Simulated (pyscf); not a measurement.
## Concerted two-bond exchange: SiH₄ + SiH₃• → SiH₄ + SiH₃•

Gas phase, doublet surface, charge 0. Bonds broken: Si1–H2, Si6–H7. Bonds formed: Si1–H7, H2–Si6. PySCF, gas phase, ωB97X-D3(BJ)/def2-SVP geometries. Correlated levels are frozen-core, on RHF or UHF. ΔMP2 is the change of the MP2 total energy from the triple- to the quadruple-zeta basis.

Transition state (Å):

```xyz
9

Si    -0.2586     0.0424    -0.6210
H      0.5377     0.3425     0.8122
H     -0.0913     1.2796    -1.4272
H     -1.4442    -0.8132    -0.9280
H      0.9101    -0.8481    -0.9485
Si    -0.6684     0.8028     1.8238
H     -1.4320     1.0384     0.3959
H     -1.2984    -0.5400     2.0506
H      0.4199     0.8414     2.9303
```

One imaginary mode, 519i cm⁻¹; descent along it reached the two sides named.

```
bond    change  reactant side (Å)  saddle  product side
------  ------  -----------------  ------  ------------
Si1–H2  breaks              1.491   1.667           3.7
Si6–H7  breaks              1.493   1.636           3.2
Si1–H7   forms                3.2   1.845         1.491
H2–Si6   forms                3.2   1.640         1.493
```

Electronic energies relative to the separated reactants (kcal/mol):

| level | barrier | reaction energy | reverse barrier |
|---|---|---|---|
| ωB97X-D3(BJ)/def2-TZVP | 36.1 | 0.0 | 36.1 |
| PBE/def2-TZVP | 32.0 | 0.0 | 32.0 |
| r²SCAN/def2-TZVP | 34.9 | 0.0 | 34.9 |
| B3LYP-D3(BJ)/def2-TZVP | 38.4 | 0.0 | 38.4 |
| PBE0-D3(BJ)/def2-TZVP | 33.6 | 0.0 | 33.6 |
| M06-2X/def2-TZVP | 39.4 | 0.0 | 39.4 |
| ωB97M-D3(BJ)/def2-TZVP | 38.0 | 0.0 | 38.0 |
| HF/def2-TZVP | 59.5 | 0.0 | 59.5 |
| MP2/def2-QZVPP | 41.8 | 0.0 | 41.8 |
| CCSD/def2-TZVPP | 44.2 | 0.0 | 44.2 |
| CCSD(T)/def2-TZVPP | 41.8 | 0.0 | 41.8 |
| CCSD(T)/def2-TZVPP + ΔMP2(QZVPP) | 40.7 | 0.0 | 40.7 |

With CCSD(T)/def2-TZVPP + ΔMP2(QZVPP) energies and thermal terms (ideal gas, 1 atm, RRHO with modes under 100 cm⁻¹ raised to 100, one conformer, R ln 2 for chiral ones without a mode under 150 cm⁻¹), in kcal/mol:

| T (K) | ΔH‡ | ΔG‡ | ΔH | ΔG |
|---|---|---|---|---|
| 298 | 41.0 | 49.8 | 0.0 | 0.0 |
| 600 | 41.0 | 58.9 | 0.0 | 0.0 |
| 900 | 41.6 | 67.7 | 0.0 | 0.0 |
| 1200 | 42.2 | 76.3 | 0.0 | 0.0 |

At the saddle there is also a short Si–Si contact that neither side keeps. The same reactants have a lower exit, to H₃Si–SiH₃ + H• (barrier +21.8 kcal/mol at ωB97M-D3(BJ), against +38.0 kcal/mol here). Another saddle between the same species, by other bonds, lies lower (9.2 kcal/mol against 38.0 kcal/mol at ωB97M-D3(BJ)). The CCSD(T) − MP2 part came from Ansatz, without density fitting, on the same reference.
